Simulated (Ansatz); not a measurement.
## C2H6S, singlet in STO-3G: errors against RCCSDTQ

Geometry: MP2(full)/6-31G*, from the G2/97 set.

| atom | x (Å) | y (Å) | z (Å) |
| --- | --- | --- | --- |
| C | 1.5629 | 0.7481 | 0.0000 |
| C | 0.0486 | 0.8951 | 0.0000 |
| S | -0.7075 | -0.7626 | 0.0000 |
| H | -1.9867 | -0.3590 | 0.0000 |
| H | -0.2764 | 1.4452 | 0.8858 |
| H | -0.2764 | 1.4452 | -0.8858 |
| H | 2.0351 | 1.7338 | 0.0000 |
| H | 1.9035 | 0.2064 | 0.8855 |
| H | 1.9035 | 0.2064 | -0.8855 |

Basis STO-3G; Ansatz 0.2.0. Correlated methods freeze the noble-gas cores, which leaves 20 electrons in 18 orbitals. R marks a restricted (for open shells ROHF) determinant. Active spaces: frontier = (8e, 8o) about the gap.

Full CI isn't at hand for all of this; RCCSDTQ serves as the reference, and is uncertain by about the last step of the cluster series.

```
UHF ⟨S²⟩                          : 0.000
T1 diagnostic (RCCSD)             : 0.0036
largest doubles amplitude (RCCSD) : 0.067
```

**Question.** From what is known of these methods and the diagnostics, rank them by the size of their error in total energy against RCCSDTQ in STO-3G, smallest first (an estimate: the text doesn't fix the numbers).
A. RHF
B. CASSCF (frontier space)
C. BCCD(T)
D. RCCSDT(Q)
E. RMP2

**Answer.** D (0.02 mEh), C (0.39 mEh), E (46.82 mEh), B (98.09 mEh), A (177.37 mEh).

All errors are against RCCSDTQ in STO-3G. Within each family the higher level lies nearer, as is usual though not guaranteed.

Atomization energy (electronic, same basis, no zero-point term; atoms at the same level, unrestricted beside the R rows where the molecule is a closed shell, with restricted open-shell steps beyond CCSDT(Q)) at RCCSDTQ: 3373.2 kJ/mol. Errors of other levels:

```tsv
level	error (kJ/mol)
RHF	-359.5
RMP2	-68.4
CISD	-38.3
RCCSD	-3.3
RCCSD(T)	-1.0
BCCD(T)	-1.0
RCCSDT	-0.5
CISDTQ	-1.8
RCCSDT(Q)	-0.1
```

This basis is far from its limit, so the value isn't to be set against a measured one. Truncated CI isn't size-consistent, which counts against it in atomization.
